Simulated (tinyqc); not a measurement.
Ways to converge the cycle: SCF convergence aids in the sto-3g basis, for CH2, spin multiplicity 3. Computed by the program tinyqc with PySCF. UHF with one setting changed at a time; a run stops when the energy changes by less than 1e-09 hartree and the error matrix is below 1e-5. The start is the Wolfsberg-Helmholz matrix. Damping d keeps d of the old density; a shift (hartree) raises the virtual levels; DIIS n extrapolates F over n matrices.

Geometry (angstrom):
```
atom,x,y,z
C,0.0000,0.0000,0.0000
H,0.0000,1.1130,0.5920
H,0.0000,-1.1350,0.6040
```

lowest solution found by these runs and by PySCF with stability checks = -38.390000 hartree

Largest element of the error matrix X^T (FDS - SDF) X:
```
iteration,plain,damping 0.3,damping 0.6,shift 0.4,DIIS 3,DIIS 8
1,1.9e-01,1.9e-01,1.9e-01,1.9e-01,1.9e-01,1.9e-01
2,4.0e-02,7.5e-02,1.3e-01,7.4e-02,4.0e-02,4.0e-02
3,1.5e-02,3.3e-02,8.3e-02,3.4e-02,1.3e-02,1.3e-02
4,5.4e-03,1.8e-02,5.6e-02,1.9e-02,2.2e-03,2.2e-03
5,2.0e-03,1.0e-02,3.8e-02,1.0e-02,9.4e-04,9.4e-04
6,1.1e-03,5.6e-03,2.6e-02,5.5e-03,4.3e-04,4.1e-04
8,4.5e-04,1.8e-03,1.3e-02,1.7e-03,2.9e-05,1.6e-05
10,2.3e-04,8.3e-04,7.3e-03,5.3e-04,5.8e-06,3.0e-06
14,7.2e-05,2.7e-04,2.3e-03,1.1e-04,-,-
20,1.3e-05,7.8e-05,6.4e-04,2.3e-05,-,-
30,-,1.2e-05,1.5e-04,-,-,-
45,-,-,3.0e-05,-,-,-
```

How each run ends:
```
run,iterations,E (hartree),state
plain,22,-38.39000,lowest found
damping 0.3,32,-38.39000,lowest found
damping 0.6,57,-38.39000,lowest found
shift 0.4,25,-38.39000,lowest found
DIIS 3,11,-38.39000,lowest found
DIIS 8,10,-38.39000,lowest found
```

What does the comparison show, and why?

6 of 6 runs reach the lowest solution found, in 10 to 57 iterations (fastest: DIIS 8). Plain steps already contract here, so damping only slows them. DIIS 3 and DIIS 8 gain by cancelling the error over several earlier matrices, much as a quasi-Newton step does.
